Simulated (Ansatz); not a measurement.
**Worked example: the interaction energy**

The pair of HF (SMILES F, atoms 1–2) and C$_{2}$H$_{6}$ (SMILES CC, atoms 3–10), both closed shells, in one local arrangement (a lower one may exist), relaxed at PBE0-D4/def2-TZVP:

| atom | x (Å) | y (Å) | z (Å) |
| --- | --- | --- | --- |
| F1 | -0.1040 | -0.0411 | -2.7268 |
| H2 | 0.2662 | 0.1810 | -1.9093 |
| C3 | -0.6322 | -0.4038 | 0.8198 |
| C4 | 0.5842 | 0.3642 | 0.3329 |
| H5 | -1.2319 | -0.7742 | -0.0146 |
| H6 | -0.3385 | -1.2650 | 1.4232 |
| H7 | -1.2765 | 0.2279 | 1.4346 |
| H8 | 1.1899 | 0.7377 | 1.1612 |
| H9 | 0.2959 | 1.2437 | -0.2543 |
| H10 | 1.2468 | -0.2704 | -0.2669 |

Both fragments are computed in the basis of the whole pair.

Computed with Ansatz 0.2.0 (basis: def2-TZVPPD and def2-QZVPPD); correlated methods freeze the cores.

Energies in eV:

| quantity | pair | first fragment | second fragment |
| --- | --- | --- | --- |
| Hartree–Fock, triple zeta (X = 3) | -4879.75114 | -2722.93433 | -2156.81970 |
| Hartree–Fock, quadruple zeta (X = 4) | -4879.96858 | -2723.04323 | -2156.92802 |
| MP2 correlation, X = 3 | -17.60227 | -7.45084 | -10.08199 |
| MP2 correlation, X = 4 | -18.84868 | -8.10544 | -10.66740 |
| CCSD(T) correlation, X = 3 | -19.06443 | -7.69053 | -11.30177 |

(1) Work out the interaction energy at the basis limit: extrapolate Hartree–Fock as E(X) = E∞ + A exp(−7.88 √X) and the MP2 correlation as E(X) = E∞ + B X^−2.97 (the exponents that Neese and Valeev fitted for def2-TZVPP and QZVPP, reused here for the diffuse sets), then add CCSD(T) − MP2 in triple zeta.

T1 diagnostic: at most 0.011.

## Answers

(1) Each step is linear, so take the differences first (pair − first fragment − second fragment): Hartree–Fock 0.00289 (X = 3) and 0.00267 (X = 4); MP2 correlation -0.06944 and -0.07584; CCSD(T) correlation -0.07213.
Two points give E∞ = E(4) + w [E(4) − E(3)], with w = 1/(exp(7.88 (2 − √3)) − 1) = 0.1377 for Hartree–Fock and w = 1/((4/3)^2.97 − 1) = 0.7407 for the correlation.
Hartree–Fock: 0.00267 + 0.1377 × (-0.00022) = 0.0026 eV.
MP2 correlation: -0.07584 + 0.7407 × (-0.00640) = -0.0806 eV.
CCSD(T) − MP2: -0.07213 − (-0.06944) = -0.0027 eV.
Sum: 0.0026 + (-0.0806) + (-0.0027) = -0.0807 eV, or -1.86 kcal/mol. Plain CCSD(T) in triple zeta gives -0.0692 eV, so the larger basis shifts the result by -0.0115 eV.

For scale, one of the runs: CCSD(T)/def2-TZVPPD, 233 basis functions, launched by `ansatz run in.yaml --threads 4 --pin off --events-out ev --progress --plain --max-ram 9574MiB`. Hardware: 4 CPU threads of an Intel Xeon 6975P-C, shared host. Wall time 25 s; peak host memory 4.7 GiB.
